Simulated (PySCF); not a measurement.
C4H10 (n-butane), optimised at PBE0/def2-TZVP:

```xyz
14

C     -1.9253    -0.0148     0.2273
C     -0.5239     0.5384     0.0320
C      0.5156    -0.5411    -0.2272
C      1.9169     0.0120    -0.4224
H     -2.6506     0.7811     0.4115
H     -1.9630    -0.7014     1.0778
H     -2.2571    -0.5683    -0.6557
H     -0.2290     1.1154     0.9164
H     -0.5209     1.2476    -0.8042
H      0.5125    -1.2503     0.6090
H      0.2207    -1.1181    -1.1117
H      2.2488     0.5655     0.4606
H      2.6423    -0.7838    -0.6065
H      1.9548     0.6986    -1.2729
```

Energies from PySCF (xtb for GFN2), thermal terms from the rigid-rotor harmonic-oscillator model, ideal gas at 1 bar. 6-31G* has spherical d functions here. All species are closed-shell singlets. B3LYP is the form with VWN-RPA correlation.

**Question.** List the harmonic frequencies (cm⁻¹, unscaled) at this level and at the other levels, each on its own geometry.

**Answer.** 
- PBE0/def2-TZVP: 120, 222, 256, 260, 426, 734, 807, 853, 958, 978, 1040, 1090, 1175, 1206, 1286, 1317, 1329, 1395, 1404, 1406, 1478, 1482, 1490, 1491, 1497, 1503, 3024, 3033, 3042, 3042, 3048, 3072, 3110, 3113, 3118, 3119
- B3LYP/6-31G*: 121, 226, 259, 264, 424, 743, 819, 848, 972, 989, 1027, 1072, 1181, 1225, 1305, 1341, 1347, 1418, 1440, 1443, 1517, 1522, 1530, 1531, 1537, 1543, 3020, 3027, 3040, 3041, 3042, 3064, 3103, 3107, 3109, 3110
- GFN2-xTB: 109, 214, 246, 266, 427, 776, 847, 893, 968, 1002, 1075, 1110, 1164, 1202, 1258, 1285, 1304, 1372, 1415, 1418, 1497, 1500, 1505, 1505, 1508, 1509, 2958, 2972, 2976, 2982, 3028, 3030, 3030, 3032, 3036, 3037
- HF/6-31G*: 127, 242, 278, 279, 453, 789, 877, 903, 1042, 1055, 1098, 1137, 1274, 1326, 1411, 1453, 1455, 1545, 1566, 1567, 1635, 1638, 1644, 1646, 1651, 1658, 3181, 3187, 3193, 3196, 3199, 3220, 3252, 3257, 3258, 3259
- PBE/def2-SVP: 124, 224, 252, 264, 418, 720, 783, 829, 925, 946, 1014, 1061, 1129, 1153, 1233, 1260, 1277, 1337, 1349, 1353, 1410, 1414, 1419, 1421, 1429, 1434, 2947, 2954, 2963, 2964, 2980, 3002, 3045, 3047, 3055, 3056
